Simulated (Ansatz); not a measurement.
Geometry optimisation, RKS BLYP/def2-SVP in Ansatz.

input.yaml

```yaml
crystal:
  periodic: [false, false, false]
  atoms:
    - { symbol: Si, position_ang: [-0.520524, -0.050106, -0.295359] }
    - { symbol: Cl, position_ang: [0.449908, 0.648431, 2.827645] }
    - { symbol: H, position_ang: [0.469298, -1.038968, 0.222943] }
    - { symbol: H, position_ang: [-0.062854, 1.36518, -0.180321] }
    - { symbol: H, position_ang: [-0.737961, -0.34451, -1.760396] }
    - { symbol: "N", position_ang: [-2.026307, -0.212593, 0.682978] }
    - { symbol: H, position_ang: [-2.456571, -1.145298, 0.691793] }
    - { symbol: H, position_ang: [-2.75969, 0.478664, 0.485572] }
    - { symbol: H, position_ang: [-0.8058, 0.2992, 2.500144] }
basis:
  gaussian: { orbitals: def2-SVP }
hamiltonian:
  xc: blyp
relax:
  f_tol: 0.03
  max_steps: 50
output:
  orbitals: {}
```

Run as:

```bash
$ ansatz run input.yaml --threads 1 --pin off --max-ram 2048MiB --backend cpu --events-out ev --progress --plain --runs-dir out
```

**Question.** Where does it end, and by what steps?

**Answer.** It converged. After 9 steps the energy has fallen by 0.222 eV; Cl2 moved furthest, 0.86 Å.

| step | energy less start (eV) | largest force component (eV/Å) | accepted |
| --- | --- | --- | --- |
| 0 | 0.0000 | 0.596 | yes |
| 1 | -0.0809 | 0.912 | yes |
| 2 | -0.1505 | 0.426 | yes |
| 3 | -0.1916 | 0.266 | yes |
| 4 | -0.2139 | 0.184 | yes |
| 5 | -0.1966 | 0.446 | no |
| 6 | -0.2189 | 0.064 | yes |
| 7 | -0.2198 | 0.053 | yes |
| 8 | -0.2211 | 0.067 | yes |
| 9 | -0.2216 | 0.009 | yes |

```xyz
9
Properties=species:S:1:pos:R:3
Si -0.502 -0.075 -0.495
Cl -0.176 0.596 3.410
H 0.547 -1.073 -0.122
H 0.037 1.319 -0.505
H -1.017 -0.405 -1.869
N -1.749 -0.136 0.780
H -2.172 -1.058 0.952
H -2.509 0.552 0.700
H -0.910 0.279 2.324
```

Time of the run: 27 s on 1 thread of Arm Neoverse V1, with other jobs on the host, peak memory 0.1 GiB.
